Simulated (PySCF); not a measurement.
Carbon trimer, C3 (singlet state).
Z-matrix (Å and degrees, PBE0-D3(BJ)/def2-SVP geometry), rows numbered from 1:
```
C 
C   1  1.2971
C   2  1.2972  1  180.00
```

Level: PBE0/def2-SVPD in PySCF, non-relativistic, on one gas-phase PBE0-D3(BJ)/def2-SVP geometry that isn't relaxed in the solvent. The solvent is an IEF-PCM continuum (cavity from Bondi-type radii × 1.2), and excitations are vertical TDDFT with non-equilibrium linear response and a frozen core. Specific hydrogen bonds and non-electrostatic terms are outside this model.

Gas-phase singlets (H = HOMO, L = LUMO):

| state | E (eV) | λ (nm) | f | leading configurations |
| --- | --- | --- | --- | --- |
| S1 | 3.241 | 383 | 0.021 | H→L 100% |
| S2 | 3.241 | 383 | 0.021 | H→L+1 100% |
| S3 | 3.808 | 326 | 0.000 | H-2→L 50%, H-3→L+1 50% |
| S4 | 4.105 | 302 | 0.000 | H-3→L+1 50%, H-2→L 50% |
| S5 | 4.105 | 302 | 0.000 | H-2→L+1 50%, H-3→L 50% |

Task: Give the list for tetrahydrofuran (ε = 7.426), n² = 1.97.

Result: 
| state | E (eV) | λ (nm) | f | leading configurations | change by rank (eV) |
| --- | --- | --- | --- | --- | --- |
| S1 | 3.296 | 376 | 0.025 | H→L 100% | +0.055 |
| S2 | 3.296 | 376 | 0.025 | H→L+1 100% | +0.055 |
| S3 | 3.763 | 329 | 0.000 | H-2→L 50%, H-3→L+1 50% | -0.045 |
| S4 | 4.048 | 306 | 0.000 | H-2→L+1 50%, H-3→L 50% | -0.057 |
| S5 | 4.048 | 306 | 0.000 | H-3→L+1 50%, H-2→L 50% | -0.057 |

Task: How do the frontier levels move from gas to tetrahydrofuran?

Result: 
```
orbital  gas (eV)  solvent (eV)  change (eV)         Löwdin shares, gas     Löwdin shares, solvent
 LUMO+2      1.07          1.28        +0.21  C2 48 %, C3 26 %, C1 26 %  C2 45 %, C1 28 %, C3 28 %
 LUMO+1     -4.60         -4.46        +0.14  C3 39 %, C1 39 %, C2 23 %  C1 39 %, C3 39 %, C2 22 %
   LUMO     -4.60         -4.46        +0.14  C3 39 %, C1 39 %, C2 23 %  C1 39 %, C3 39 %, C2 22 %
   HOMO     -9.57         -9.52        +0.05  C1 44 %, C3 44 %, C2 13 %  C3 44 %, C1 44 %, C2 13 %
 HOMO-1    -10.41        -10.36        +0.05  C3 40 %, C1 40 %, C2 21 %  C1 40 %, C3 40 %, C2 21 %
 HOMO-2    -10.74        -10.56        +0.18  C2 46 %, C1 27 %, C3 27 %  C2 46 %, C1 27 %, C3 27 %
 HOMO-3    -10.74        -10.56        +0.18  C2 46 %, C1 27 %, C3 27 %  C2 46 %, C3 27 %, C1 27 %
```

The HOMO–LUMO gap goes from 4.97 to 5.06 eV. Shares within a degenerate set are those of one arbitrary member.

Cost: about 1.8 s of CPU time on one thread; the machine was shared, so the figure is rough. This is the whole response run at PBE0/def2-SVPD in tetrahydrofuran, SCF included.
